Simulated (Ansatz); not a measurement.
Saddle point of SiNH5, singlet (SiH₂ + NH₃ → SiNH₅ ([NH2][SiH3]); bonds formed: Si1–H2; dative contacts that become bonds: Si1–N3; bonds broken: H2–N3), PBE0-D4/def2-TZVP structure:

| atom | x (Å) | y (Å) | z (Å) |
| --- | --- | --- | --- |
| Si1 | -0.0394 | -0.1731 | 1.0101 |
| H2 | 0.1312 | -1.2531 | -0.1866 |
| N3 | 0.1388 | -0.0729 | -0.8655 |
| H4 | -1.4827 | 0.1939 | 1.1328 |
| H5 | 0.6986 | 0.9773 | 1.6356 |
| H6 | 1.0790 | -0.0414 | -1.2344 |
| H7 | -0.5254 | 0.3693 | -1.4920 |

Energies are electronic, without zero-point energy. Barriers and step energies count from the start structure reached by relaxing down the imaginary mode; all methods use the PBE0-D4 structures, on which another method's saddle can fall below an end. Computed with Ansatz 0.2.0 (basis: def2-TZVPP, with def2-QZVPP for the basis limit); correlated methods freeze the cores. B3LYP uses VWN-RPA correlation. Extrapolation: Hartree–Fock as exp(−7.88 √X), correlation as X^−2.97.

```tsv
method	barrier (kJ/mol)	step energy (kJ/mol)
SPW92	120.3	-133.9
PBE-D4	132.7	-135.5
BLYP-D4	?	-141.6
r2SCAN-D4	138.2	-155.3
B97M-V	154.6	-142.5
PBE0-D4	150.9	-145.1
B3LYP-D4	153.8	-149.9
r2SCAN0-D4	153.7	-158.1
BHLYP-D4	175.4	-160.9
CAM-B3LYP-D4	159.3	-157.0
wB97X-V	161.5	-157.9
wB97M-V	164.3	-146.1
B2PLYP	156.2	-156.1
PBE-QIDH	?	-157.5
RPA on PBE	162.0	-144.5
HF	?	-172.8
MP2	156.9	-162.6
CCSD	174.7	-152.3
CCSD(T)	164.8	-149.8
```

(1) Fill in the withheld barriers. (An estimate is asked for; the value comes from the calculation.)

No T1 diagnostic of these runs exceeds 0.014. The restricted Hartree–Fock reference is unstable towards an unrestricted one at one or more of these structures.

Results:

(1) By the calculation: HF 212.9; PBE-QIDH 161.1; BLYP-D4 140.3 kJ/mol. Each is the energy of the saddle less that of the start structure, by the same method.

For comparison, the barrier by CCSD(T) at an estimated basis limit (MP2 extrapolated from triple and quadruple zeta, plus CCSD(T) − MP2 in triple zeta) is 159.9 kJ/mol.

Losses and insertions of silylenes and their heavier kin drive the gas-phase chemistry of silicon and germanium vapour deposition.

Labels in which every atom is bracketed show which atoms are joined, not bond orders.

For scale, one of the runs: CCSD(T)/def2-TZVPP, 143 basis functions, launched by `ansatz run in.yaml --threads 2 --pin off --events-out ev --progress --plain --max-ram 4352MiB`. Time: 7 s of wall clock on 2 CPU threads of an Arm Neoverse V2; the host was shared. Peak host memory: 0.79 GiB.
